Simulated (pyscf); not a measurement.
Optimised with ωB97X-D3(BJ)/def2-SVP in PySCF.

Task: For the elementary gas-phase step H₃Si–SiH₂–PH₂ (SMILES [SiH3][SiH2]P) + H₂ (SMILES [H][H]) -> H₃Si–PH₂ (SMILES [SiH3]P) + SiH₄ (SMILES [SiH4]) (singlet surface; Si–Si, H–H broken, H–Si, H–Si formed), what barrier and reaction energy does ωB97M-D3(BJ)/def2-TZVP give, measured from the separated reactants?

Result: ΔE‡ = 65.2 kcal/mol, ΔE = -5.2 kcal/mol. Zero-point energy shifts the barrier by +2.7 kcal/mol. It is a four-centre exchange, with an imaginary mode of 1366i cm⁻¹. At the saddle there is also a short H–Si contact that neither side keeps. H₃Si–SiH₂–PH₂ lies 5.7 kcal/mol over its isomer H₃Si–PH–SiH₃ (electronic energy, ωB97M-D3(BJ)/def2-TZVP). One saddle was located; it need not be the lowest between these sides.
